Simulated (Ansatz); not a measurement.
# Calcium, fcc under r²SCAN: structure, energy and stiffness

What does r²SCAN give for calcium in the fcc structure? We relax it, solve it on a dense k-mesh, switch on spin-orbit coupling, then scale the cell to 7 volumes from 88 to 112 % of the relaxed one and try a fit of the equation of state. The k-meshes are 10×10×10 for the relaxation; 16×16×16 for the dense run; 10×10×10 for spin-orbit coupling; 16×16×16 for the volumes. The starting cell is the measured one, from the Crystallography Open Database.

Program: Ansatz 0.2.0. Level of theory: DFT r2SCAN, plane waves (500 eV) with PAW, scalar-relativistic; the PAW data stem from PBE, with regenerated cores. These are calculated values, not measurements.

### 1 The structure to begin with

The structure is cubic, space group Fm-3m (No. 225). The conventional cell has a = 5.588 Å, b = 5.588 Å, c = 5.588 Å, α = 90.00°, β = 90.00°, γ = 90.00°. Around Ca (site symmetry m-3m) lie 12 Ca at 3.95 Å.

Coordinates:

```
CELL_PARAMETERS angstrom
0.00000 2.79420 2.79420
2.79420 0.00000 2.79420
2.79420 2.79420 0.00000
ATOMIC_POSITIONS crystal
Ca 0.00000 0.00000 0.00000
```

### 2 Relaxing cell and atoms

Contents of input.yaml:

```yaml
crystal:
  lattice:
    - [0.0, 2.7942, 2.7942]
    - [2.7942, 0.0, 2.7942]
    - [2.7942, 2.7942, 0.0]
  atoms:
    - { symbol: Ca, position: [0.0, 0.0, 0.0] }
hamiltonian:
  xc: r2scan
  pseudopotentials:
    kind: paw
    azcp:
      Ca: "pseudopotentials/Ca.paw.azcp"
basis:
  ecutwfc: 500
  fft_grid_basis: typed
kpoints:
  mp_grid: { grid: [10, 10, 10], shift: [0, 0, 0] }
magnetization:
  spin_polarized: false
scf:
  occupations: { method: fermi_dirac, width: 0.1 }
relax:
  max_steps: 60
  f_tol: 0.01
  cell: {}
```

After this run come: Dense single point; With spin-orbit coupling; Equation of state: 88 %; Equation of state: 92 %; Equation of state: 96 %; Equation of state: 100 %; Equation of state: 104 %; Equation of state: 108 %; Equation of state: 112 %.

What does the calculation give? Wanted: space group; conventional cell; volume; shortest distance; gap on the mesh; V₀, B₀, B₀′.

The runs gave:

| quantity | value |
| --- | --- |
| space group (spins left aside) | Fm-3m (No. 225) |
| conventional cell | a = 5.567 Å |
| volume | 43.133 Å³/atom |
| shortest distance | 3.936 Å |
| against the measured volume | -1.1 % (43.632 Å³/atom) |
| gap on the mesh | none (levels filled in part) |
| V₀, B₀, B₀′ | 43.114 Å³/atom, 17.9 GPa, 3.2 |

The volume comes out 1.1 % smaller than measured. The measured cell holds zero-point motion and, unless taken cold, thermal expansion, which account for some of this. No gap shows: it is a metal or semimetal at this level. The total energy of the spin-orbit run lies +0.58 eV/atom from the scalar one, but the two kinds of run don't share a zero of energy: only differences within one kind count. B₀ comes out at 17.9 GPa, a soft solid.
